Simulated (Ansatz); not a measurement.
# How far each method lies from full CI for GaAs⁺, doublet

Geometry: a point of a stretch scan, not a stationary point.

```yaml
atoms:
  - { symbol: Ga, position_ang: [0.0000, 0.0000, 0.0000] }
  - { symbol: As, position_ang: [0.0000, 0.0000, 4.7460] }
```

Basis cc-pVDZ; Ansatz 0.2.0. Correlated methods freeze the noble-gas cores and the filled d shells of p-block atoms, which leaves 7 electrons in 26 orbitals. R marks a restricted (for open shells ROHF) determinant, U an unrestricted one. Active spaces: pair = (3e, 3o) about the gap; valence = (7e, 8o) chosen from the atoms' valence shells. No spin–orbit coupling is included, and no scalar relativity.

Full CI is exact within this basis and frozen core; it isn't the basis-set limit. The frozen core follows each run's orbitals, which can shift R against U totals by a few meV for light atoms and by up to 0.1 eV past Ca.

For open shells CISD is restricted-active-space CI with the open shells as a complete middle space.

The UHF ⟨S²⟩ is 1.778 and the T1 diagnostic (RCCSD) is 0.0171. The largest doubles amplitude (RCCSD) is 0.300.

| level | E − E(RHF) (eV) |
| --- | --- |
| RMP2 | -2.3793 |
| RCCSD | -3.3369 |
| RCCSD(T) | -3.4234 |

**Question.** Estimate how far full CI in cc-pVDZ lies from RCCSD(T). The table doesn't fix it; the size of (T) and the diagnostics are the guide.

**Answer.** Full CI in cc-pVDZ lies 1.80 kcal/mol below RCCSD(T), which is 90 % of the (T) step (-2.00 kcal/mol). More than one determinant leads, and the rest is a large part of (T). The miss exceeds 1 kcal/mol.

The other levels:

| level | E − E(full CI) (kcal/mol) | share of correlation (%) | wall time |
| --- | --- | --- | --- |
| CISD | 9.81 | 87.85 | 5.5 s |
| BCCD(T) | 1.84 | 97.72 | 16 s |
| RCCSDT* | 0.18 | 99.77 | – |
| RCCSDT(Q)* | 0.01 | 99.98 | 26 s |

An asterisk marks runs whose energy the program itself flagged as in doubt.

The correlation energy at full CI, counted from RHF, is -3.501 eV. That run took 3.4 min on 1 thread of Arm Neoverse V2, shared host over 9,717,824 determinants.

Run but not shown, since their state, orbitals or frozen core can't be matched to the reference's or they repeat it: UHF, UMP2, UCCSD, UCCSD(T), UCCSDT, UCCSDT(Q), CASSCF (pair space), NEVPT2 (pair space), MRCISD (pair space), MRCISD+Q (pair space), CASSCF (valence space), NEVPT2 (valence space), MRCISD (valence space), MRCISD+Q (valence space).

Times hold each run's SCF and search for its determinant on a shared host, so for small cases they say little of a method's own cost; they ran on 1 thread of Arm Neoverse V2.

The full-CI state has the irrep B1 of C2v, in the program's axes (one component, if the state is degenerate).

Natural occupations of full CI about the gap: 1.950 1.904 1.457 0.991 0.521 0.034 0.032 0.032 0.017 0.012; effectively unpaired electrons, Σ n²(2−n)², 2.28. No single determinant describes this state well, so single-reference rows can miss without a flag.
